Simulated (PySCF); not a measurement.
Atoms are numbered as in `[BH2:1][NH2:2]` (H(Xn): hydrogen on atom n).

Geometry: PBE0-D3(BJ)/def2-TZVP; GIAO shifts from PySCF, gas phase, non-relativistic, averaged over equivalent atoms.

At KT3/pcSseg-2 (128 basis functions, 4.4 s wall time on 1 thread of an Arm Neoverse V2, shared host):
```tsv
atoms	δ (ppm)
B1	34.2
N2	115.8
H(B1)	4.73
H(N2)	4.49
```

References, each an isolated molecule treated in the same way: 11B (98.26 ppm) vs BF3·OEt2; 15N (261.05 ppm) against NH3; 1H (31.63 ppm) vs TMS.

Predict the values at wB97X-D/pcSseg-2 on the same geometry.

Answers


| atoms | δ at wB97X-D/pcSseg-2 | change |
| --- | --- | --- |
| B1 | 38.5 | +4.3 |
| N2 | 114.9 | -0.9 |
| H(B1) | 4.94 | +0.21 |
| H(N2) | 4.43 | -0.06 |

Shifts are taken against calculated references (same method and geometry level): 11B (σref 99.58) against BF3·OEt2; 15N (σref 262.16) vs NH3; 1H (σref 31.63) against TMS.

The largest change is at B1 (boron bonded to N, 2 H). Cost: 128 basis functions, 3.6 s wall time on 1 thread of an Arm Neoverse V2, shared host.

Experimental scales use liquid or dissolved standards, which lie at an offset from isolated NH3 (liquid NH3: subtract about 20 ppm).
